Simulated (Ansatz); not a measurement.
System: rutile MnF2. Method: r²SCAN (Ansatz, a quantum-chemistry and plane-wave program, PAW).

Run with plane-wave cutoff 500 eV, 8×8×12 k mesh (along the axes of the cell as run), Fermi–Dirac smearing 0.05 eV, magnetic order afm, spin-polarised with opposed moments, scalar-relativistic PAW data made under PBE.

Cell (relaxed at this level):

```cif
data_F4Mn2
_chemical_formula_sum 'Mn2 F4'
_space_group_name_H-M_alt 'P 1'
_space_group_IT_number 1
_cell_length_a 4.86749
_cell_length_b 4.86749
_cell_length_c 3.29403
_cell_angle_alpha 90.000
_cell_angle_beta 90.000
_cell_angle_gamma 90.000
loop_
_space_group_symop_operation_xyz
  'x, y, z'
loop_
_atom_site_label
_atom_site_type_symbol
_atom_site_fract_x
_atom_site_fract_y
_atom_site_fract_z
_atom_site_occupancy
Mn1 Mn 0.00000 0.00000 0.00000 1
Mn2 Mn 0.50000 0.50000 0.50000 1
F1 F 0.30378 0.30378 0.00000 1
F2 F 0.69622 0.69622 0.00000 1
F3 F 0.19622 0.80378 0.50000 1
F4 F 0.80378 0.19622 0.50000 1
```

Problem. What does this level give for the magnetic moment (largest site, within a sphere) and band gap?

Solution. 
* **magnetic moment (largest site, within a sphere)**: 4.22 μB
* **band gap**: 3.00 eV (on the SCF k mesh)

Measured, for comparison: band gap 9.9 eV (temperature not stated, not corrected to a static lattice, the source doubts the polymorph; as tabulated in Das and Bazhirov (2019), arXiv:1808.05325). Computed (rounded) less measured: band gap not scored (a reference that its source doubts or gives as a wide range).

Moments are spin moments.

The result took very roughly 7 core-minutes.
